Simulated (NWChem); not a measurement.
The numbers come from NWChem runs, not from measurements. System: HF, charge 1, spin multiplicity 2, at the geometry of a parent with another charge or spin, in a state set for the comparison that need not be this species' ground state. Its SCF solution wasn't tested for a lower state. Level: ROCCSD(T)/def2-TZVPD, 1 core orbitals frozen.

The NWChem input:

```
start mol
memory heap 100 mb stack 700 mb global 1900 mb
charge 1
geometry units angstroms nocenter noautoz
  F      0.000000     0.000000     0.092475
  H      0.000000     0.000000    -0.832277
  symmetry group C2v
end
basis spherical
  * library def2-tzvpd
end
scf
  rohf
  nopen 1
  maxiter 100
  thresh 1e-7
  semidirect memsize 60000000 filesize 0
  # guess.movecs holds the orbitals of an unrestricted PBE0 run
  vectors input guess.movecs swap 4 5 output mol.movecs
end
tce
  freeze core 1
  ccsd(t)
  2eorb
  2emet 13
  thresh 1e-6
  maxiter 100
  tilesize 24
end
task tce energy
```

Part of the output:

```
             Northwest Computational Chemistry Package (NWChem) 7.3.0
             --------------------------------------------------------

                                NWChem Input Module
                                -------------------

 Scaling coordinates for geometry "geometry" by  1.889725989
 (inverse scale =  0.529177249)

 Turning off AUTOSYM since
 SYMMETRY directive was detected!

                             Geometry "geometry" -> ""
                             -------------------------

 Output coordinates in angstroms (scale by  1.889725989 to convert to a.u.)

  No.       Tag          Charge          X              Y              Z
 ---- ---------------- ---------- -------------- -------------- --------------
    1 F                    9.0000     0.00000000     0.00000000     0.09247500
    2 H                    1.0000     0.00000000     0.00000000    -0.83227700

 Effective nuclear repulsion energy (a.u.)       5.1501324041

            Nuclear Dipole moment (a.u.)
            ----------------------------
        X                 Y               Z
 ---------------- ---------------- ----------------
     0.0000000000     0.0000000000    -0.0000037795

      Symmetry information
      --------------------

 Group name             C2v
 Group number             16
 Group order               4
 No. of unique centers     2

      Symmetry unique atoms

     1    2


 Summary of "ao basis" -> "" (spherical)
 ------------------------------------------------------------------------------
       Tag                 Description            Shells   Functions and Types
 ---------------- ------------------------------  ------  ---------------------
 *                         def2-tzvpd                 on all atoms

 Summary of "ao basis" -> "ao basis" (spherical)
 ------------------------------------------------------------------------------
       Tag                 Description            Shells   Functions and Types
 ---------------- ------------------------------  ------  ---------------------
 F                         def2-tzvpd               14       40   6s4p3d1f
[...]
            Beta electrons :     4
           No. of orbitals :    98
            Alpha orbitals :    49
             Beta orbitals :    49
        Alpha frozen cores :     1
         Beta frozen cores :     1
     Alpha frozen virtuals :     0
      Beta frozen virtuals :     0
         Spin multiplicity : doublet
    Number of AO functions :    49
       Number of AO shells :    19
        Use of symmetry is : on
      Symmetry adaption is : on
         Schwarz screening : 0.10D-09

          Correlation Information
          -----------------------
          Calculation type : Coupled-cluster singles & doubles w/ perturbation
   Perturbative correction : (T)
            Max iterations :      100
        Residual threshold : 0.10D-05
     T(0) DIIS level shift : 0.00D+00
     L(0) DIIS level shift : 0.00D+00
     T(1) DIIS level shift : 0.00D+00
     L(1) DIIS level shift : 0.00D+00
     T(R) DIIS level shift : 0.00D+00
     T(I) DIIS level shift : 0.00D+00
   CC-T/L Amplitude update :  5-th order DIIS
                I/O scheme : Global Array Library
        L-threshold :  0.10D-05
        EOM-threshold :  0.10D-05
 no EOMCCSD initial starts read in
 TCE RESTART OPTIONS
 SLICE:      F
 D4D5:       F
 quantumc:   F
 qrotation:  F
 pwtce:      F
 qducc:      F
 nacto:                         0
 nrotv:                         0
 nrot:                          0

            Memory Information
            ------------------
          Available GA space size is     249031998 doubles
          Available MA space size is     104854172 doubles

 Maximum block size supplied by input
 Maximum block size        24 doubles

 tile_dim =     20

 -------------------------------------------------

 Global array virtual files algorithm will be used

 Parallel file system coherency ......... OK

 4-electron integrals stored in orbital form

 v2    file size   =           477988
 4-index algorithm nr.  13 is used
 imaxsize =       30
 imaxsize ichop =        0


CCSD iterations
 ---------------------------------------------------------
 Iter          Residuum       Correlation     Cpu    Wall
 ---------------------------------------------------------
    1   0.1189001905539  -0.2083483727877     0.1     0.1
    2   0.0235518332121  -0.2142523002321     0.1     0.1
    3   0.0071776843561  -0.2162156052825     0.1     0.1
    4   0.0025843526338  -0.2165534985184     0.1     0.1
    5   0.0009919749498  -0.2166804507444     0.1     0.1
    6   0.0003062625592  -0.2167273856859     0.1     0.1
    7   0.0001406502673  -0.2167419139314     0.1     0.1
    8   0.0000803630404  -0.2167407052283     0.1     0.1
    9   0.0000495697945  -0.2167419537933     0.1     0.1
   10   0.0000312461791  -0.2167417005730     0.1     0.1
   11   0.0000028753972  -0.2167420402163     0.1     0.1
   12   0.0000009745304  -0.2167421292420     0.1     0.1
 -----------------------------------------------------------------
 Iterations converged
 CCSD correlation energy / hartree =        -0.216742129242048
 CCSD total energy / hartree       =       -99.750751053349802

 Singles contributions

 Doubles contributions
 CCSD(T)
 Using plain CCSD(T) code
             total no. of tasks          365
 total no. of tasks / no. procs          365
                         wl_min            8           1.4
                         wl_max        64000           6.3
        thresh for no. of tasks          365

 CCSD[T]  correction energy / hartree =        -0.003819494270827
 CCSD[T] correlation energy / hartree =        -0.220561623512876
 CCSD[T] total energy / hartree       =       -99.754570547620631
 CCSD(T)  correction energy / hartree =        -0.003728239489043
 CCSD(T) correlation energy / hartree =        -0.220470368731091
 CCSD(T) total energy / hartree       =       -99.754479292838852

 Task  times  cpu:        3.2s     wall:        3.2s

 Total times  cpu:        3.2s     wall:        3.2s
```
